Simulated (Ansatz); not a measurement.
# AlH4NO: the cost of one run

Program: Ansatz 0.2.0, Gaussian basis. Level of theory: BHLYP-D4/pcseg-2. These are calculated values, not measurements.

## 1. The system as given

The start, a first-order saddle point found at PBE0-D4 in triple zeta: 7 atoms, charge 0, spin multiplicity 1.

Atoms are counted from 1 here; the program's logs count them from 0.

Bond lengths: Al1–N2 1.880 Å, Al1–H3 1.708 Å, Al1–O4 1.708 Å, N2–H5 1.015 Å, N2–H6 1.022 Å, O4–H7 0.956 Å. Angles: N2–Al1–H3 49.0°, N2–Al1–O4 109.8°, H3–Al1–O4 136.8°, Al1–N2–H5 116.8°, Al1–N2–H6 132.2°, H5–N2–H6 109.5°, Al1–O4–H7 123.1°.

As a file:

```mol
AlH4NO
  3D, bonds by distance, orders not assigned

  7  6  0  0  0  0  0  0  0  0999 V2000
   -0.7170    0.5501    0.1269 Al  0  0
    0.4196   -0.9008    0.4990 N   0  0
    0.2407    0.1993    1.4968 H   0  0
   -0.4542    1.0970   -1.4702 O   0  0
    0.0476   -1.6330    1.0960 H   0  0
    1.2856   -1.2238    0.0619 H   0  0
   -0.8221    1.9114   -1.8101 H   0  0
  1  2  8  0
  1  3  8  0
  1  4  8  0
  2  5  8  0
  2  6  8  0
  4  7  8  0
M  END
```

## 2. The run

md/in.yaml

```yaml
crystal:
  periodic: [false, false, false]
  atoms:
    - {symbol: Al, position_ang: [-0.716960, 0.550083, 0.126884]}
    - {symbol: N, position_ang: [0.419639, -0.900806, 0.498968]}
    - {symbol: H, position_ang: [0.240704, 0.199280, 1.496787]}
    - {symbol: O, position_ang: [-0.454197, 1.097009, -1.470231]}
    - {symbol: H, position_ang: [0.047574, -1.633049, 1.095956]}
    - {symbol: H, position_ang: [1.285578, -1.223787, 0.061872]}
    - {symbol: H, position_ang: [-0.822139, 1.911371, -1.810136]}
basis:
  gaussian: {orbitals: pcseg-2}
hamiltonian: {xc: {name: BHLYP}, dispersion: d4}
md: {n_steps: 30, timestep: 1.0, temperature: 300, ensemble: nvt_nose_hoover, seed: 325, initial_velocities: maxwell_boltzmann}
```

The run is started by

```
$ ansatz run in.yaml --threads 2 --pin off --events-out ev --progress --plain --max-ram 4352MiB
```

**Question.** How long does this run take on 2 threads of Arm Neoverse V2, shared host?

About 66 s.
